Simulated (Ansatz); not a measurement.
Other spins and charges of SiN⁺, triplet at one geometry

Geometry (PBE0/def2-TZVP stationary point for this spin):

```
atom   x (Å)   y (Å)   z (Å)
  Si  0.0000  0.0000  0.0000
   N  0.0000  0.0000  1.7854
```

Basis cc-pVDZ; Ansatz 0.2.0. Correlated methods freeze the noble-gas cores. R marks a restricted (for open shells ROHF) determinant, U an unrestricted one. Active spaces: valence = (8e, 8o) chosen from the atoms' valence shells.

Gaps are energies of the second state less the first, at fixed atoms, for a selection of the levels run; each method lands on the state that its own search finds for that charge and spin.

For open shells CISD is restricted-active-space CI with the open shells as a complete middle space.

Quintet less triplet: 2.545 eV at UCCSDT(Q).

```
                   level  gap (eV)  error (meV)
                    CISD     2.390         -155
                   RCCSD     2.519          -26
                   UCCSD     2.517          -28
                RCCSD(T)     2.541           -4
                 BCCD(T)     2.541           -4
                  UCCSDT     2.541           -4
               RCCSDT(Q)     2.545            0
MRCISD+Q (valence space)     2.542           -3
                  r2SCAN     2.426         -119
                 wB97M-V     2.985          440
```

In so small a basis the reference is far from its limit while semilocal and hybrid functionals are nearer theirs, so the functionals' errors here hold much of the reference's basis and frozen-core error, which can add to them or hide them.

Full CI isn't at hand for all of this; UCCSDT(Q) serves as the reference, and is uncertain by about the last step of the cluster series. The frozen core follows each run's orbitals, which can shift R against U totals by a few meV.
